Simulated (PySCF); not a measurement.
All values below come from B3LYP-D3(BJ)/def2-TZVP // BP86-D3(BJ)/def2-SVP (PySCF 2.14.0). All species are isolated molecules in the gas phase. B3LYP has the VWN-RPA correlation part, as in Gaussian. 

Reference species (SMILES): `N` (neutral, multiplicity 1).

```json
{
 "dipole_moment": "1.83 D",
 "HOMO": "-7.52 eV"
}
```

Changed species: `S` (free ligand H2S; the reference has free ligand NH3).

**Question.** What does the change do to the dipole moment and HOMO?

**Answer.** the dipole moment falls by 0.72 D, to 1.11 D; the HOMO rises by 0.30 eV, to -7.22 eV.
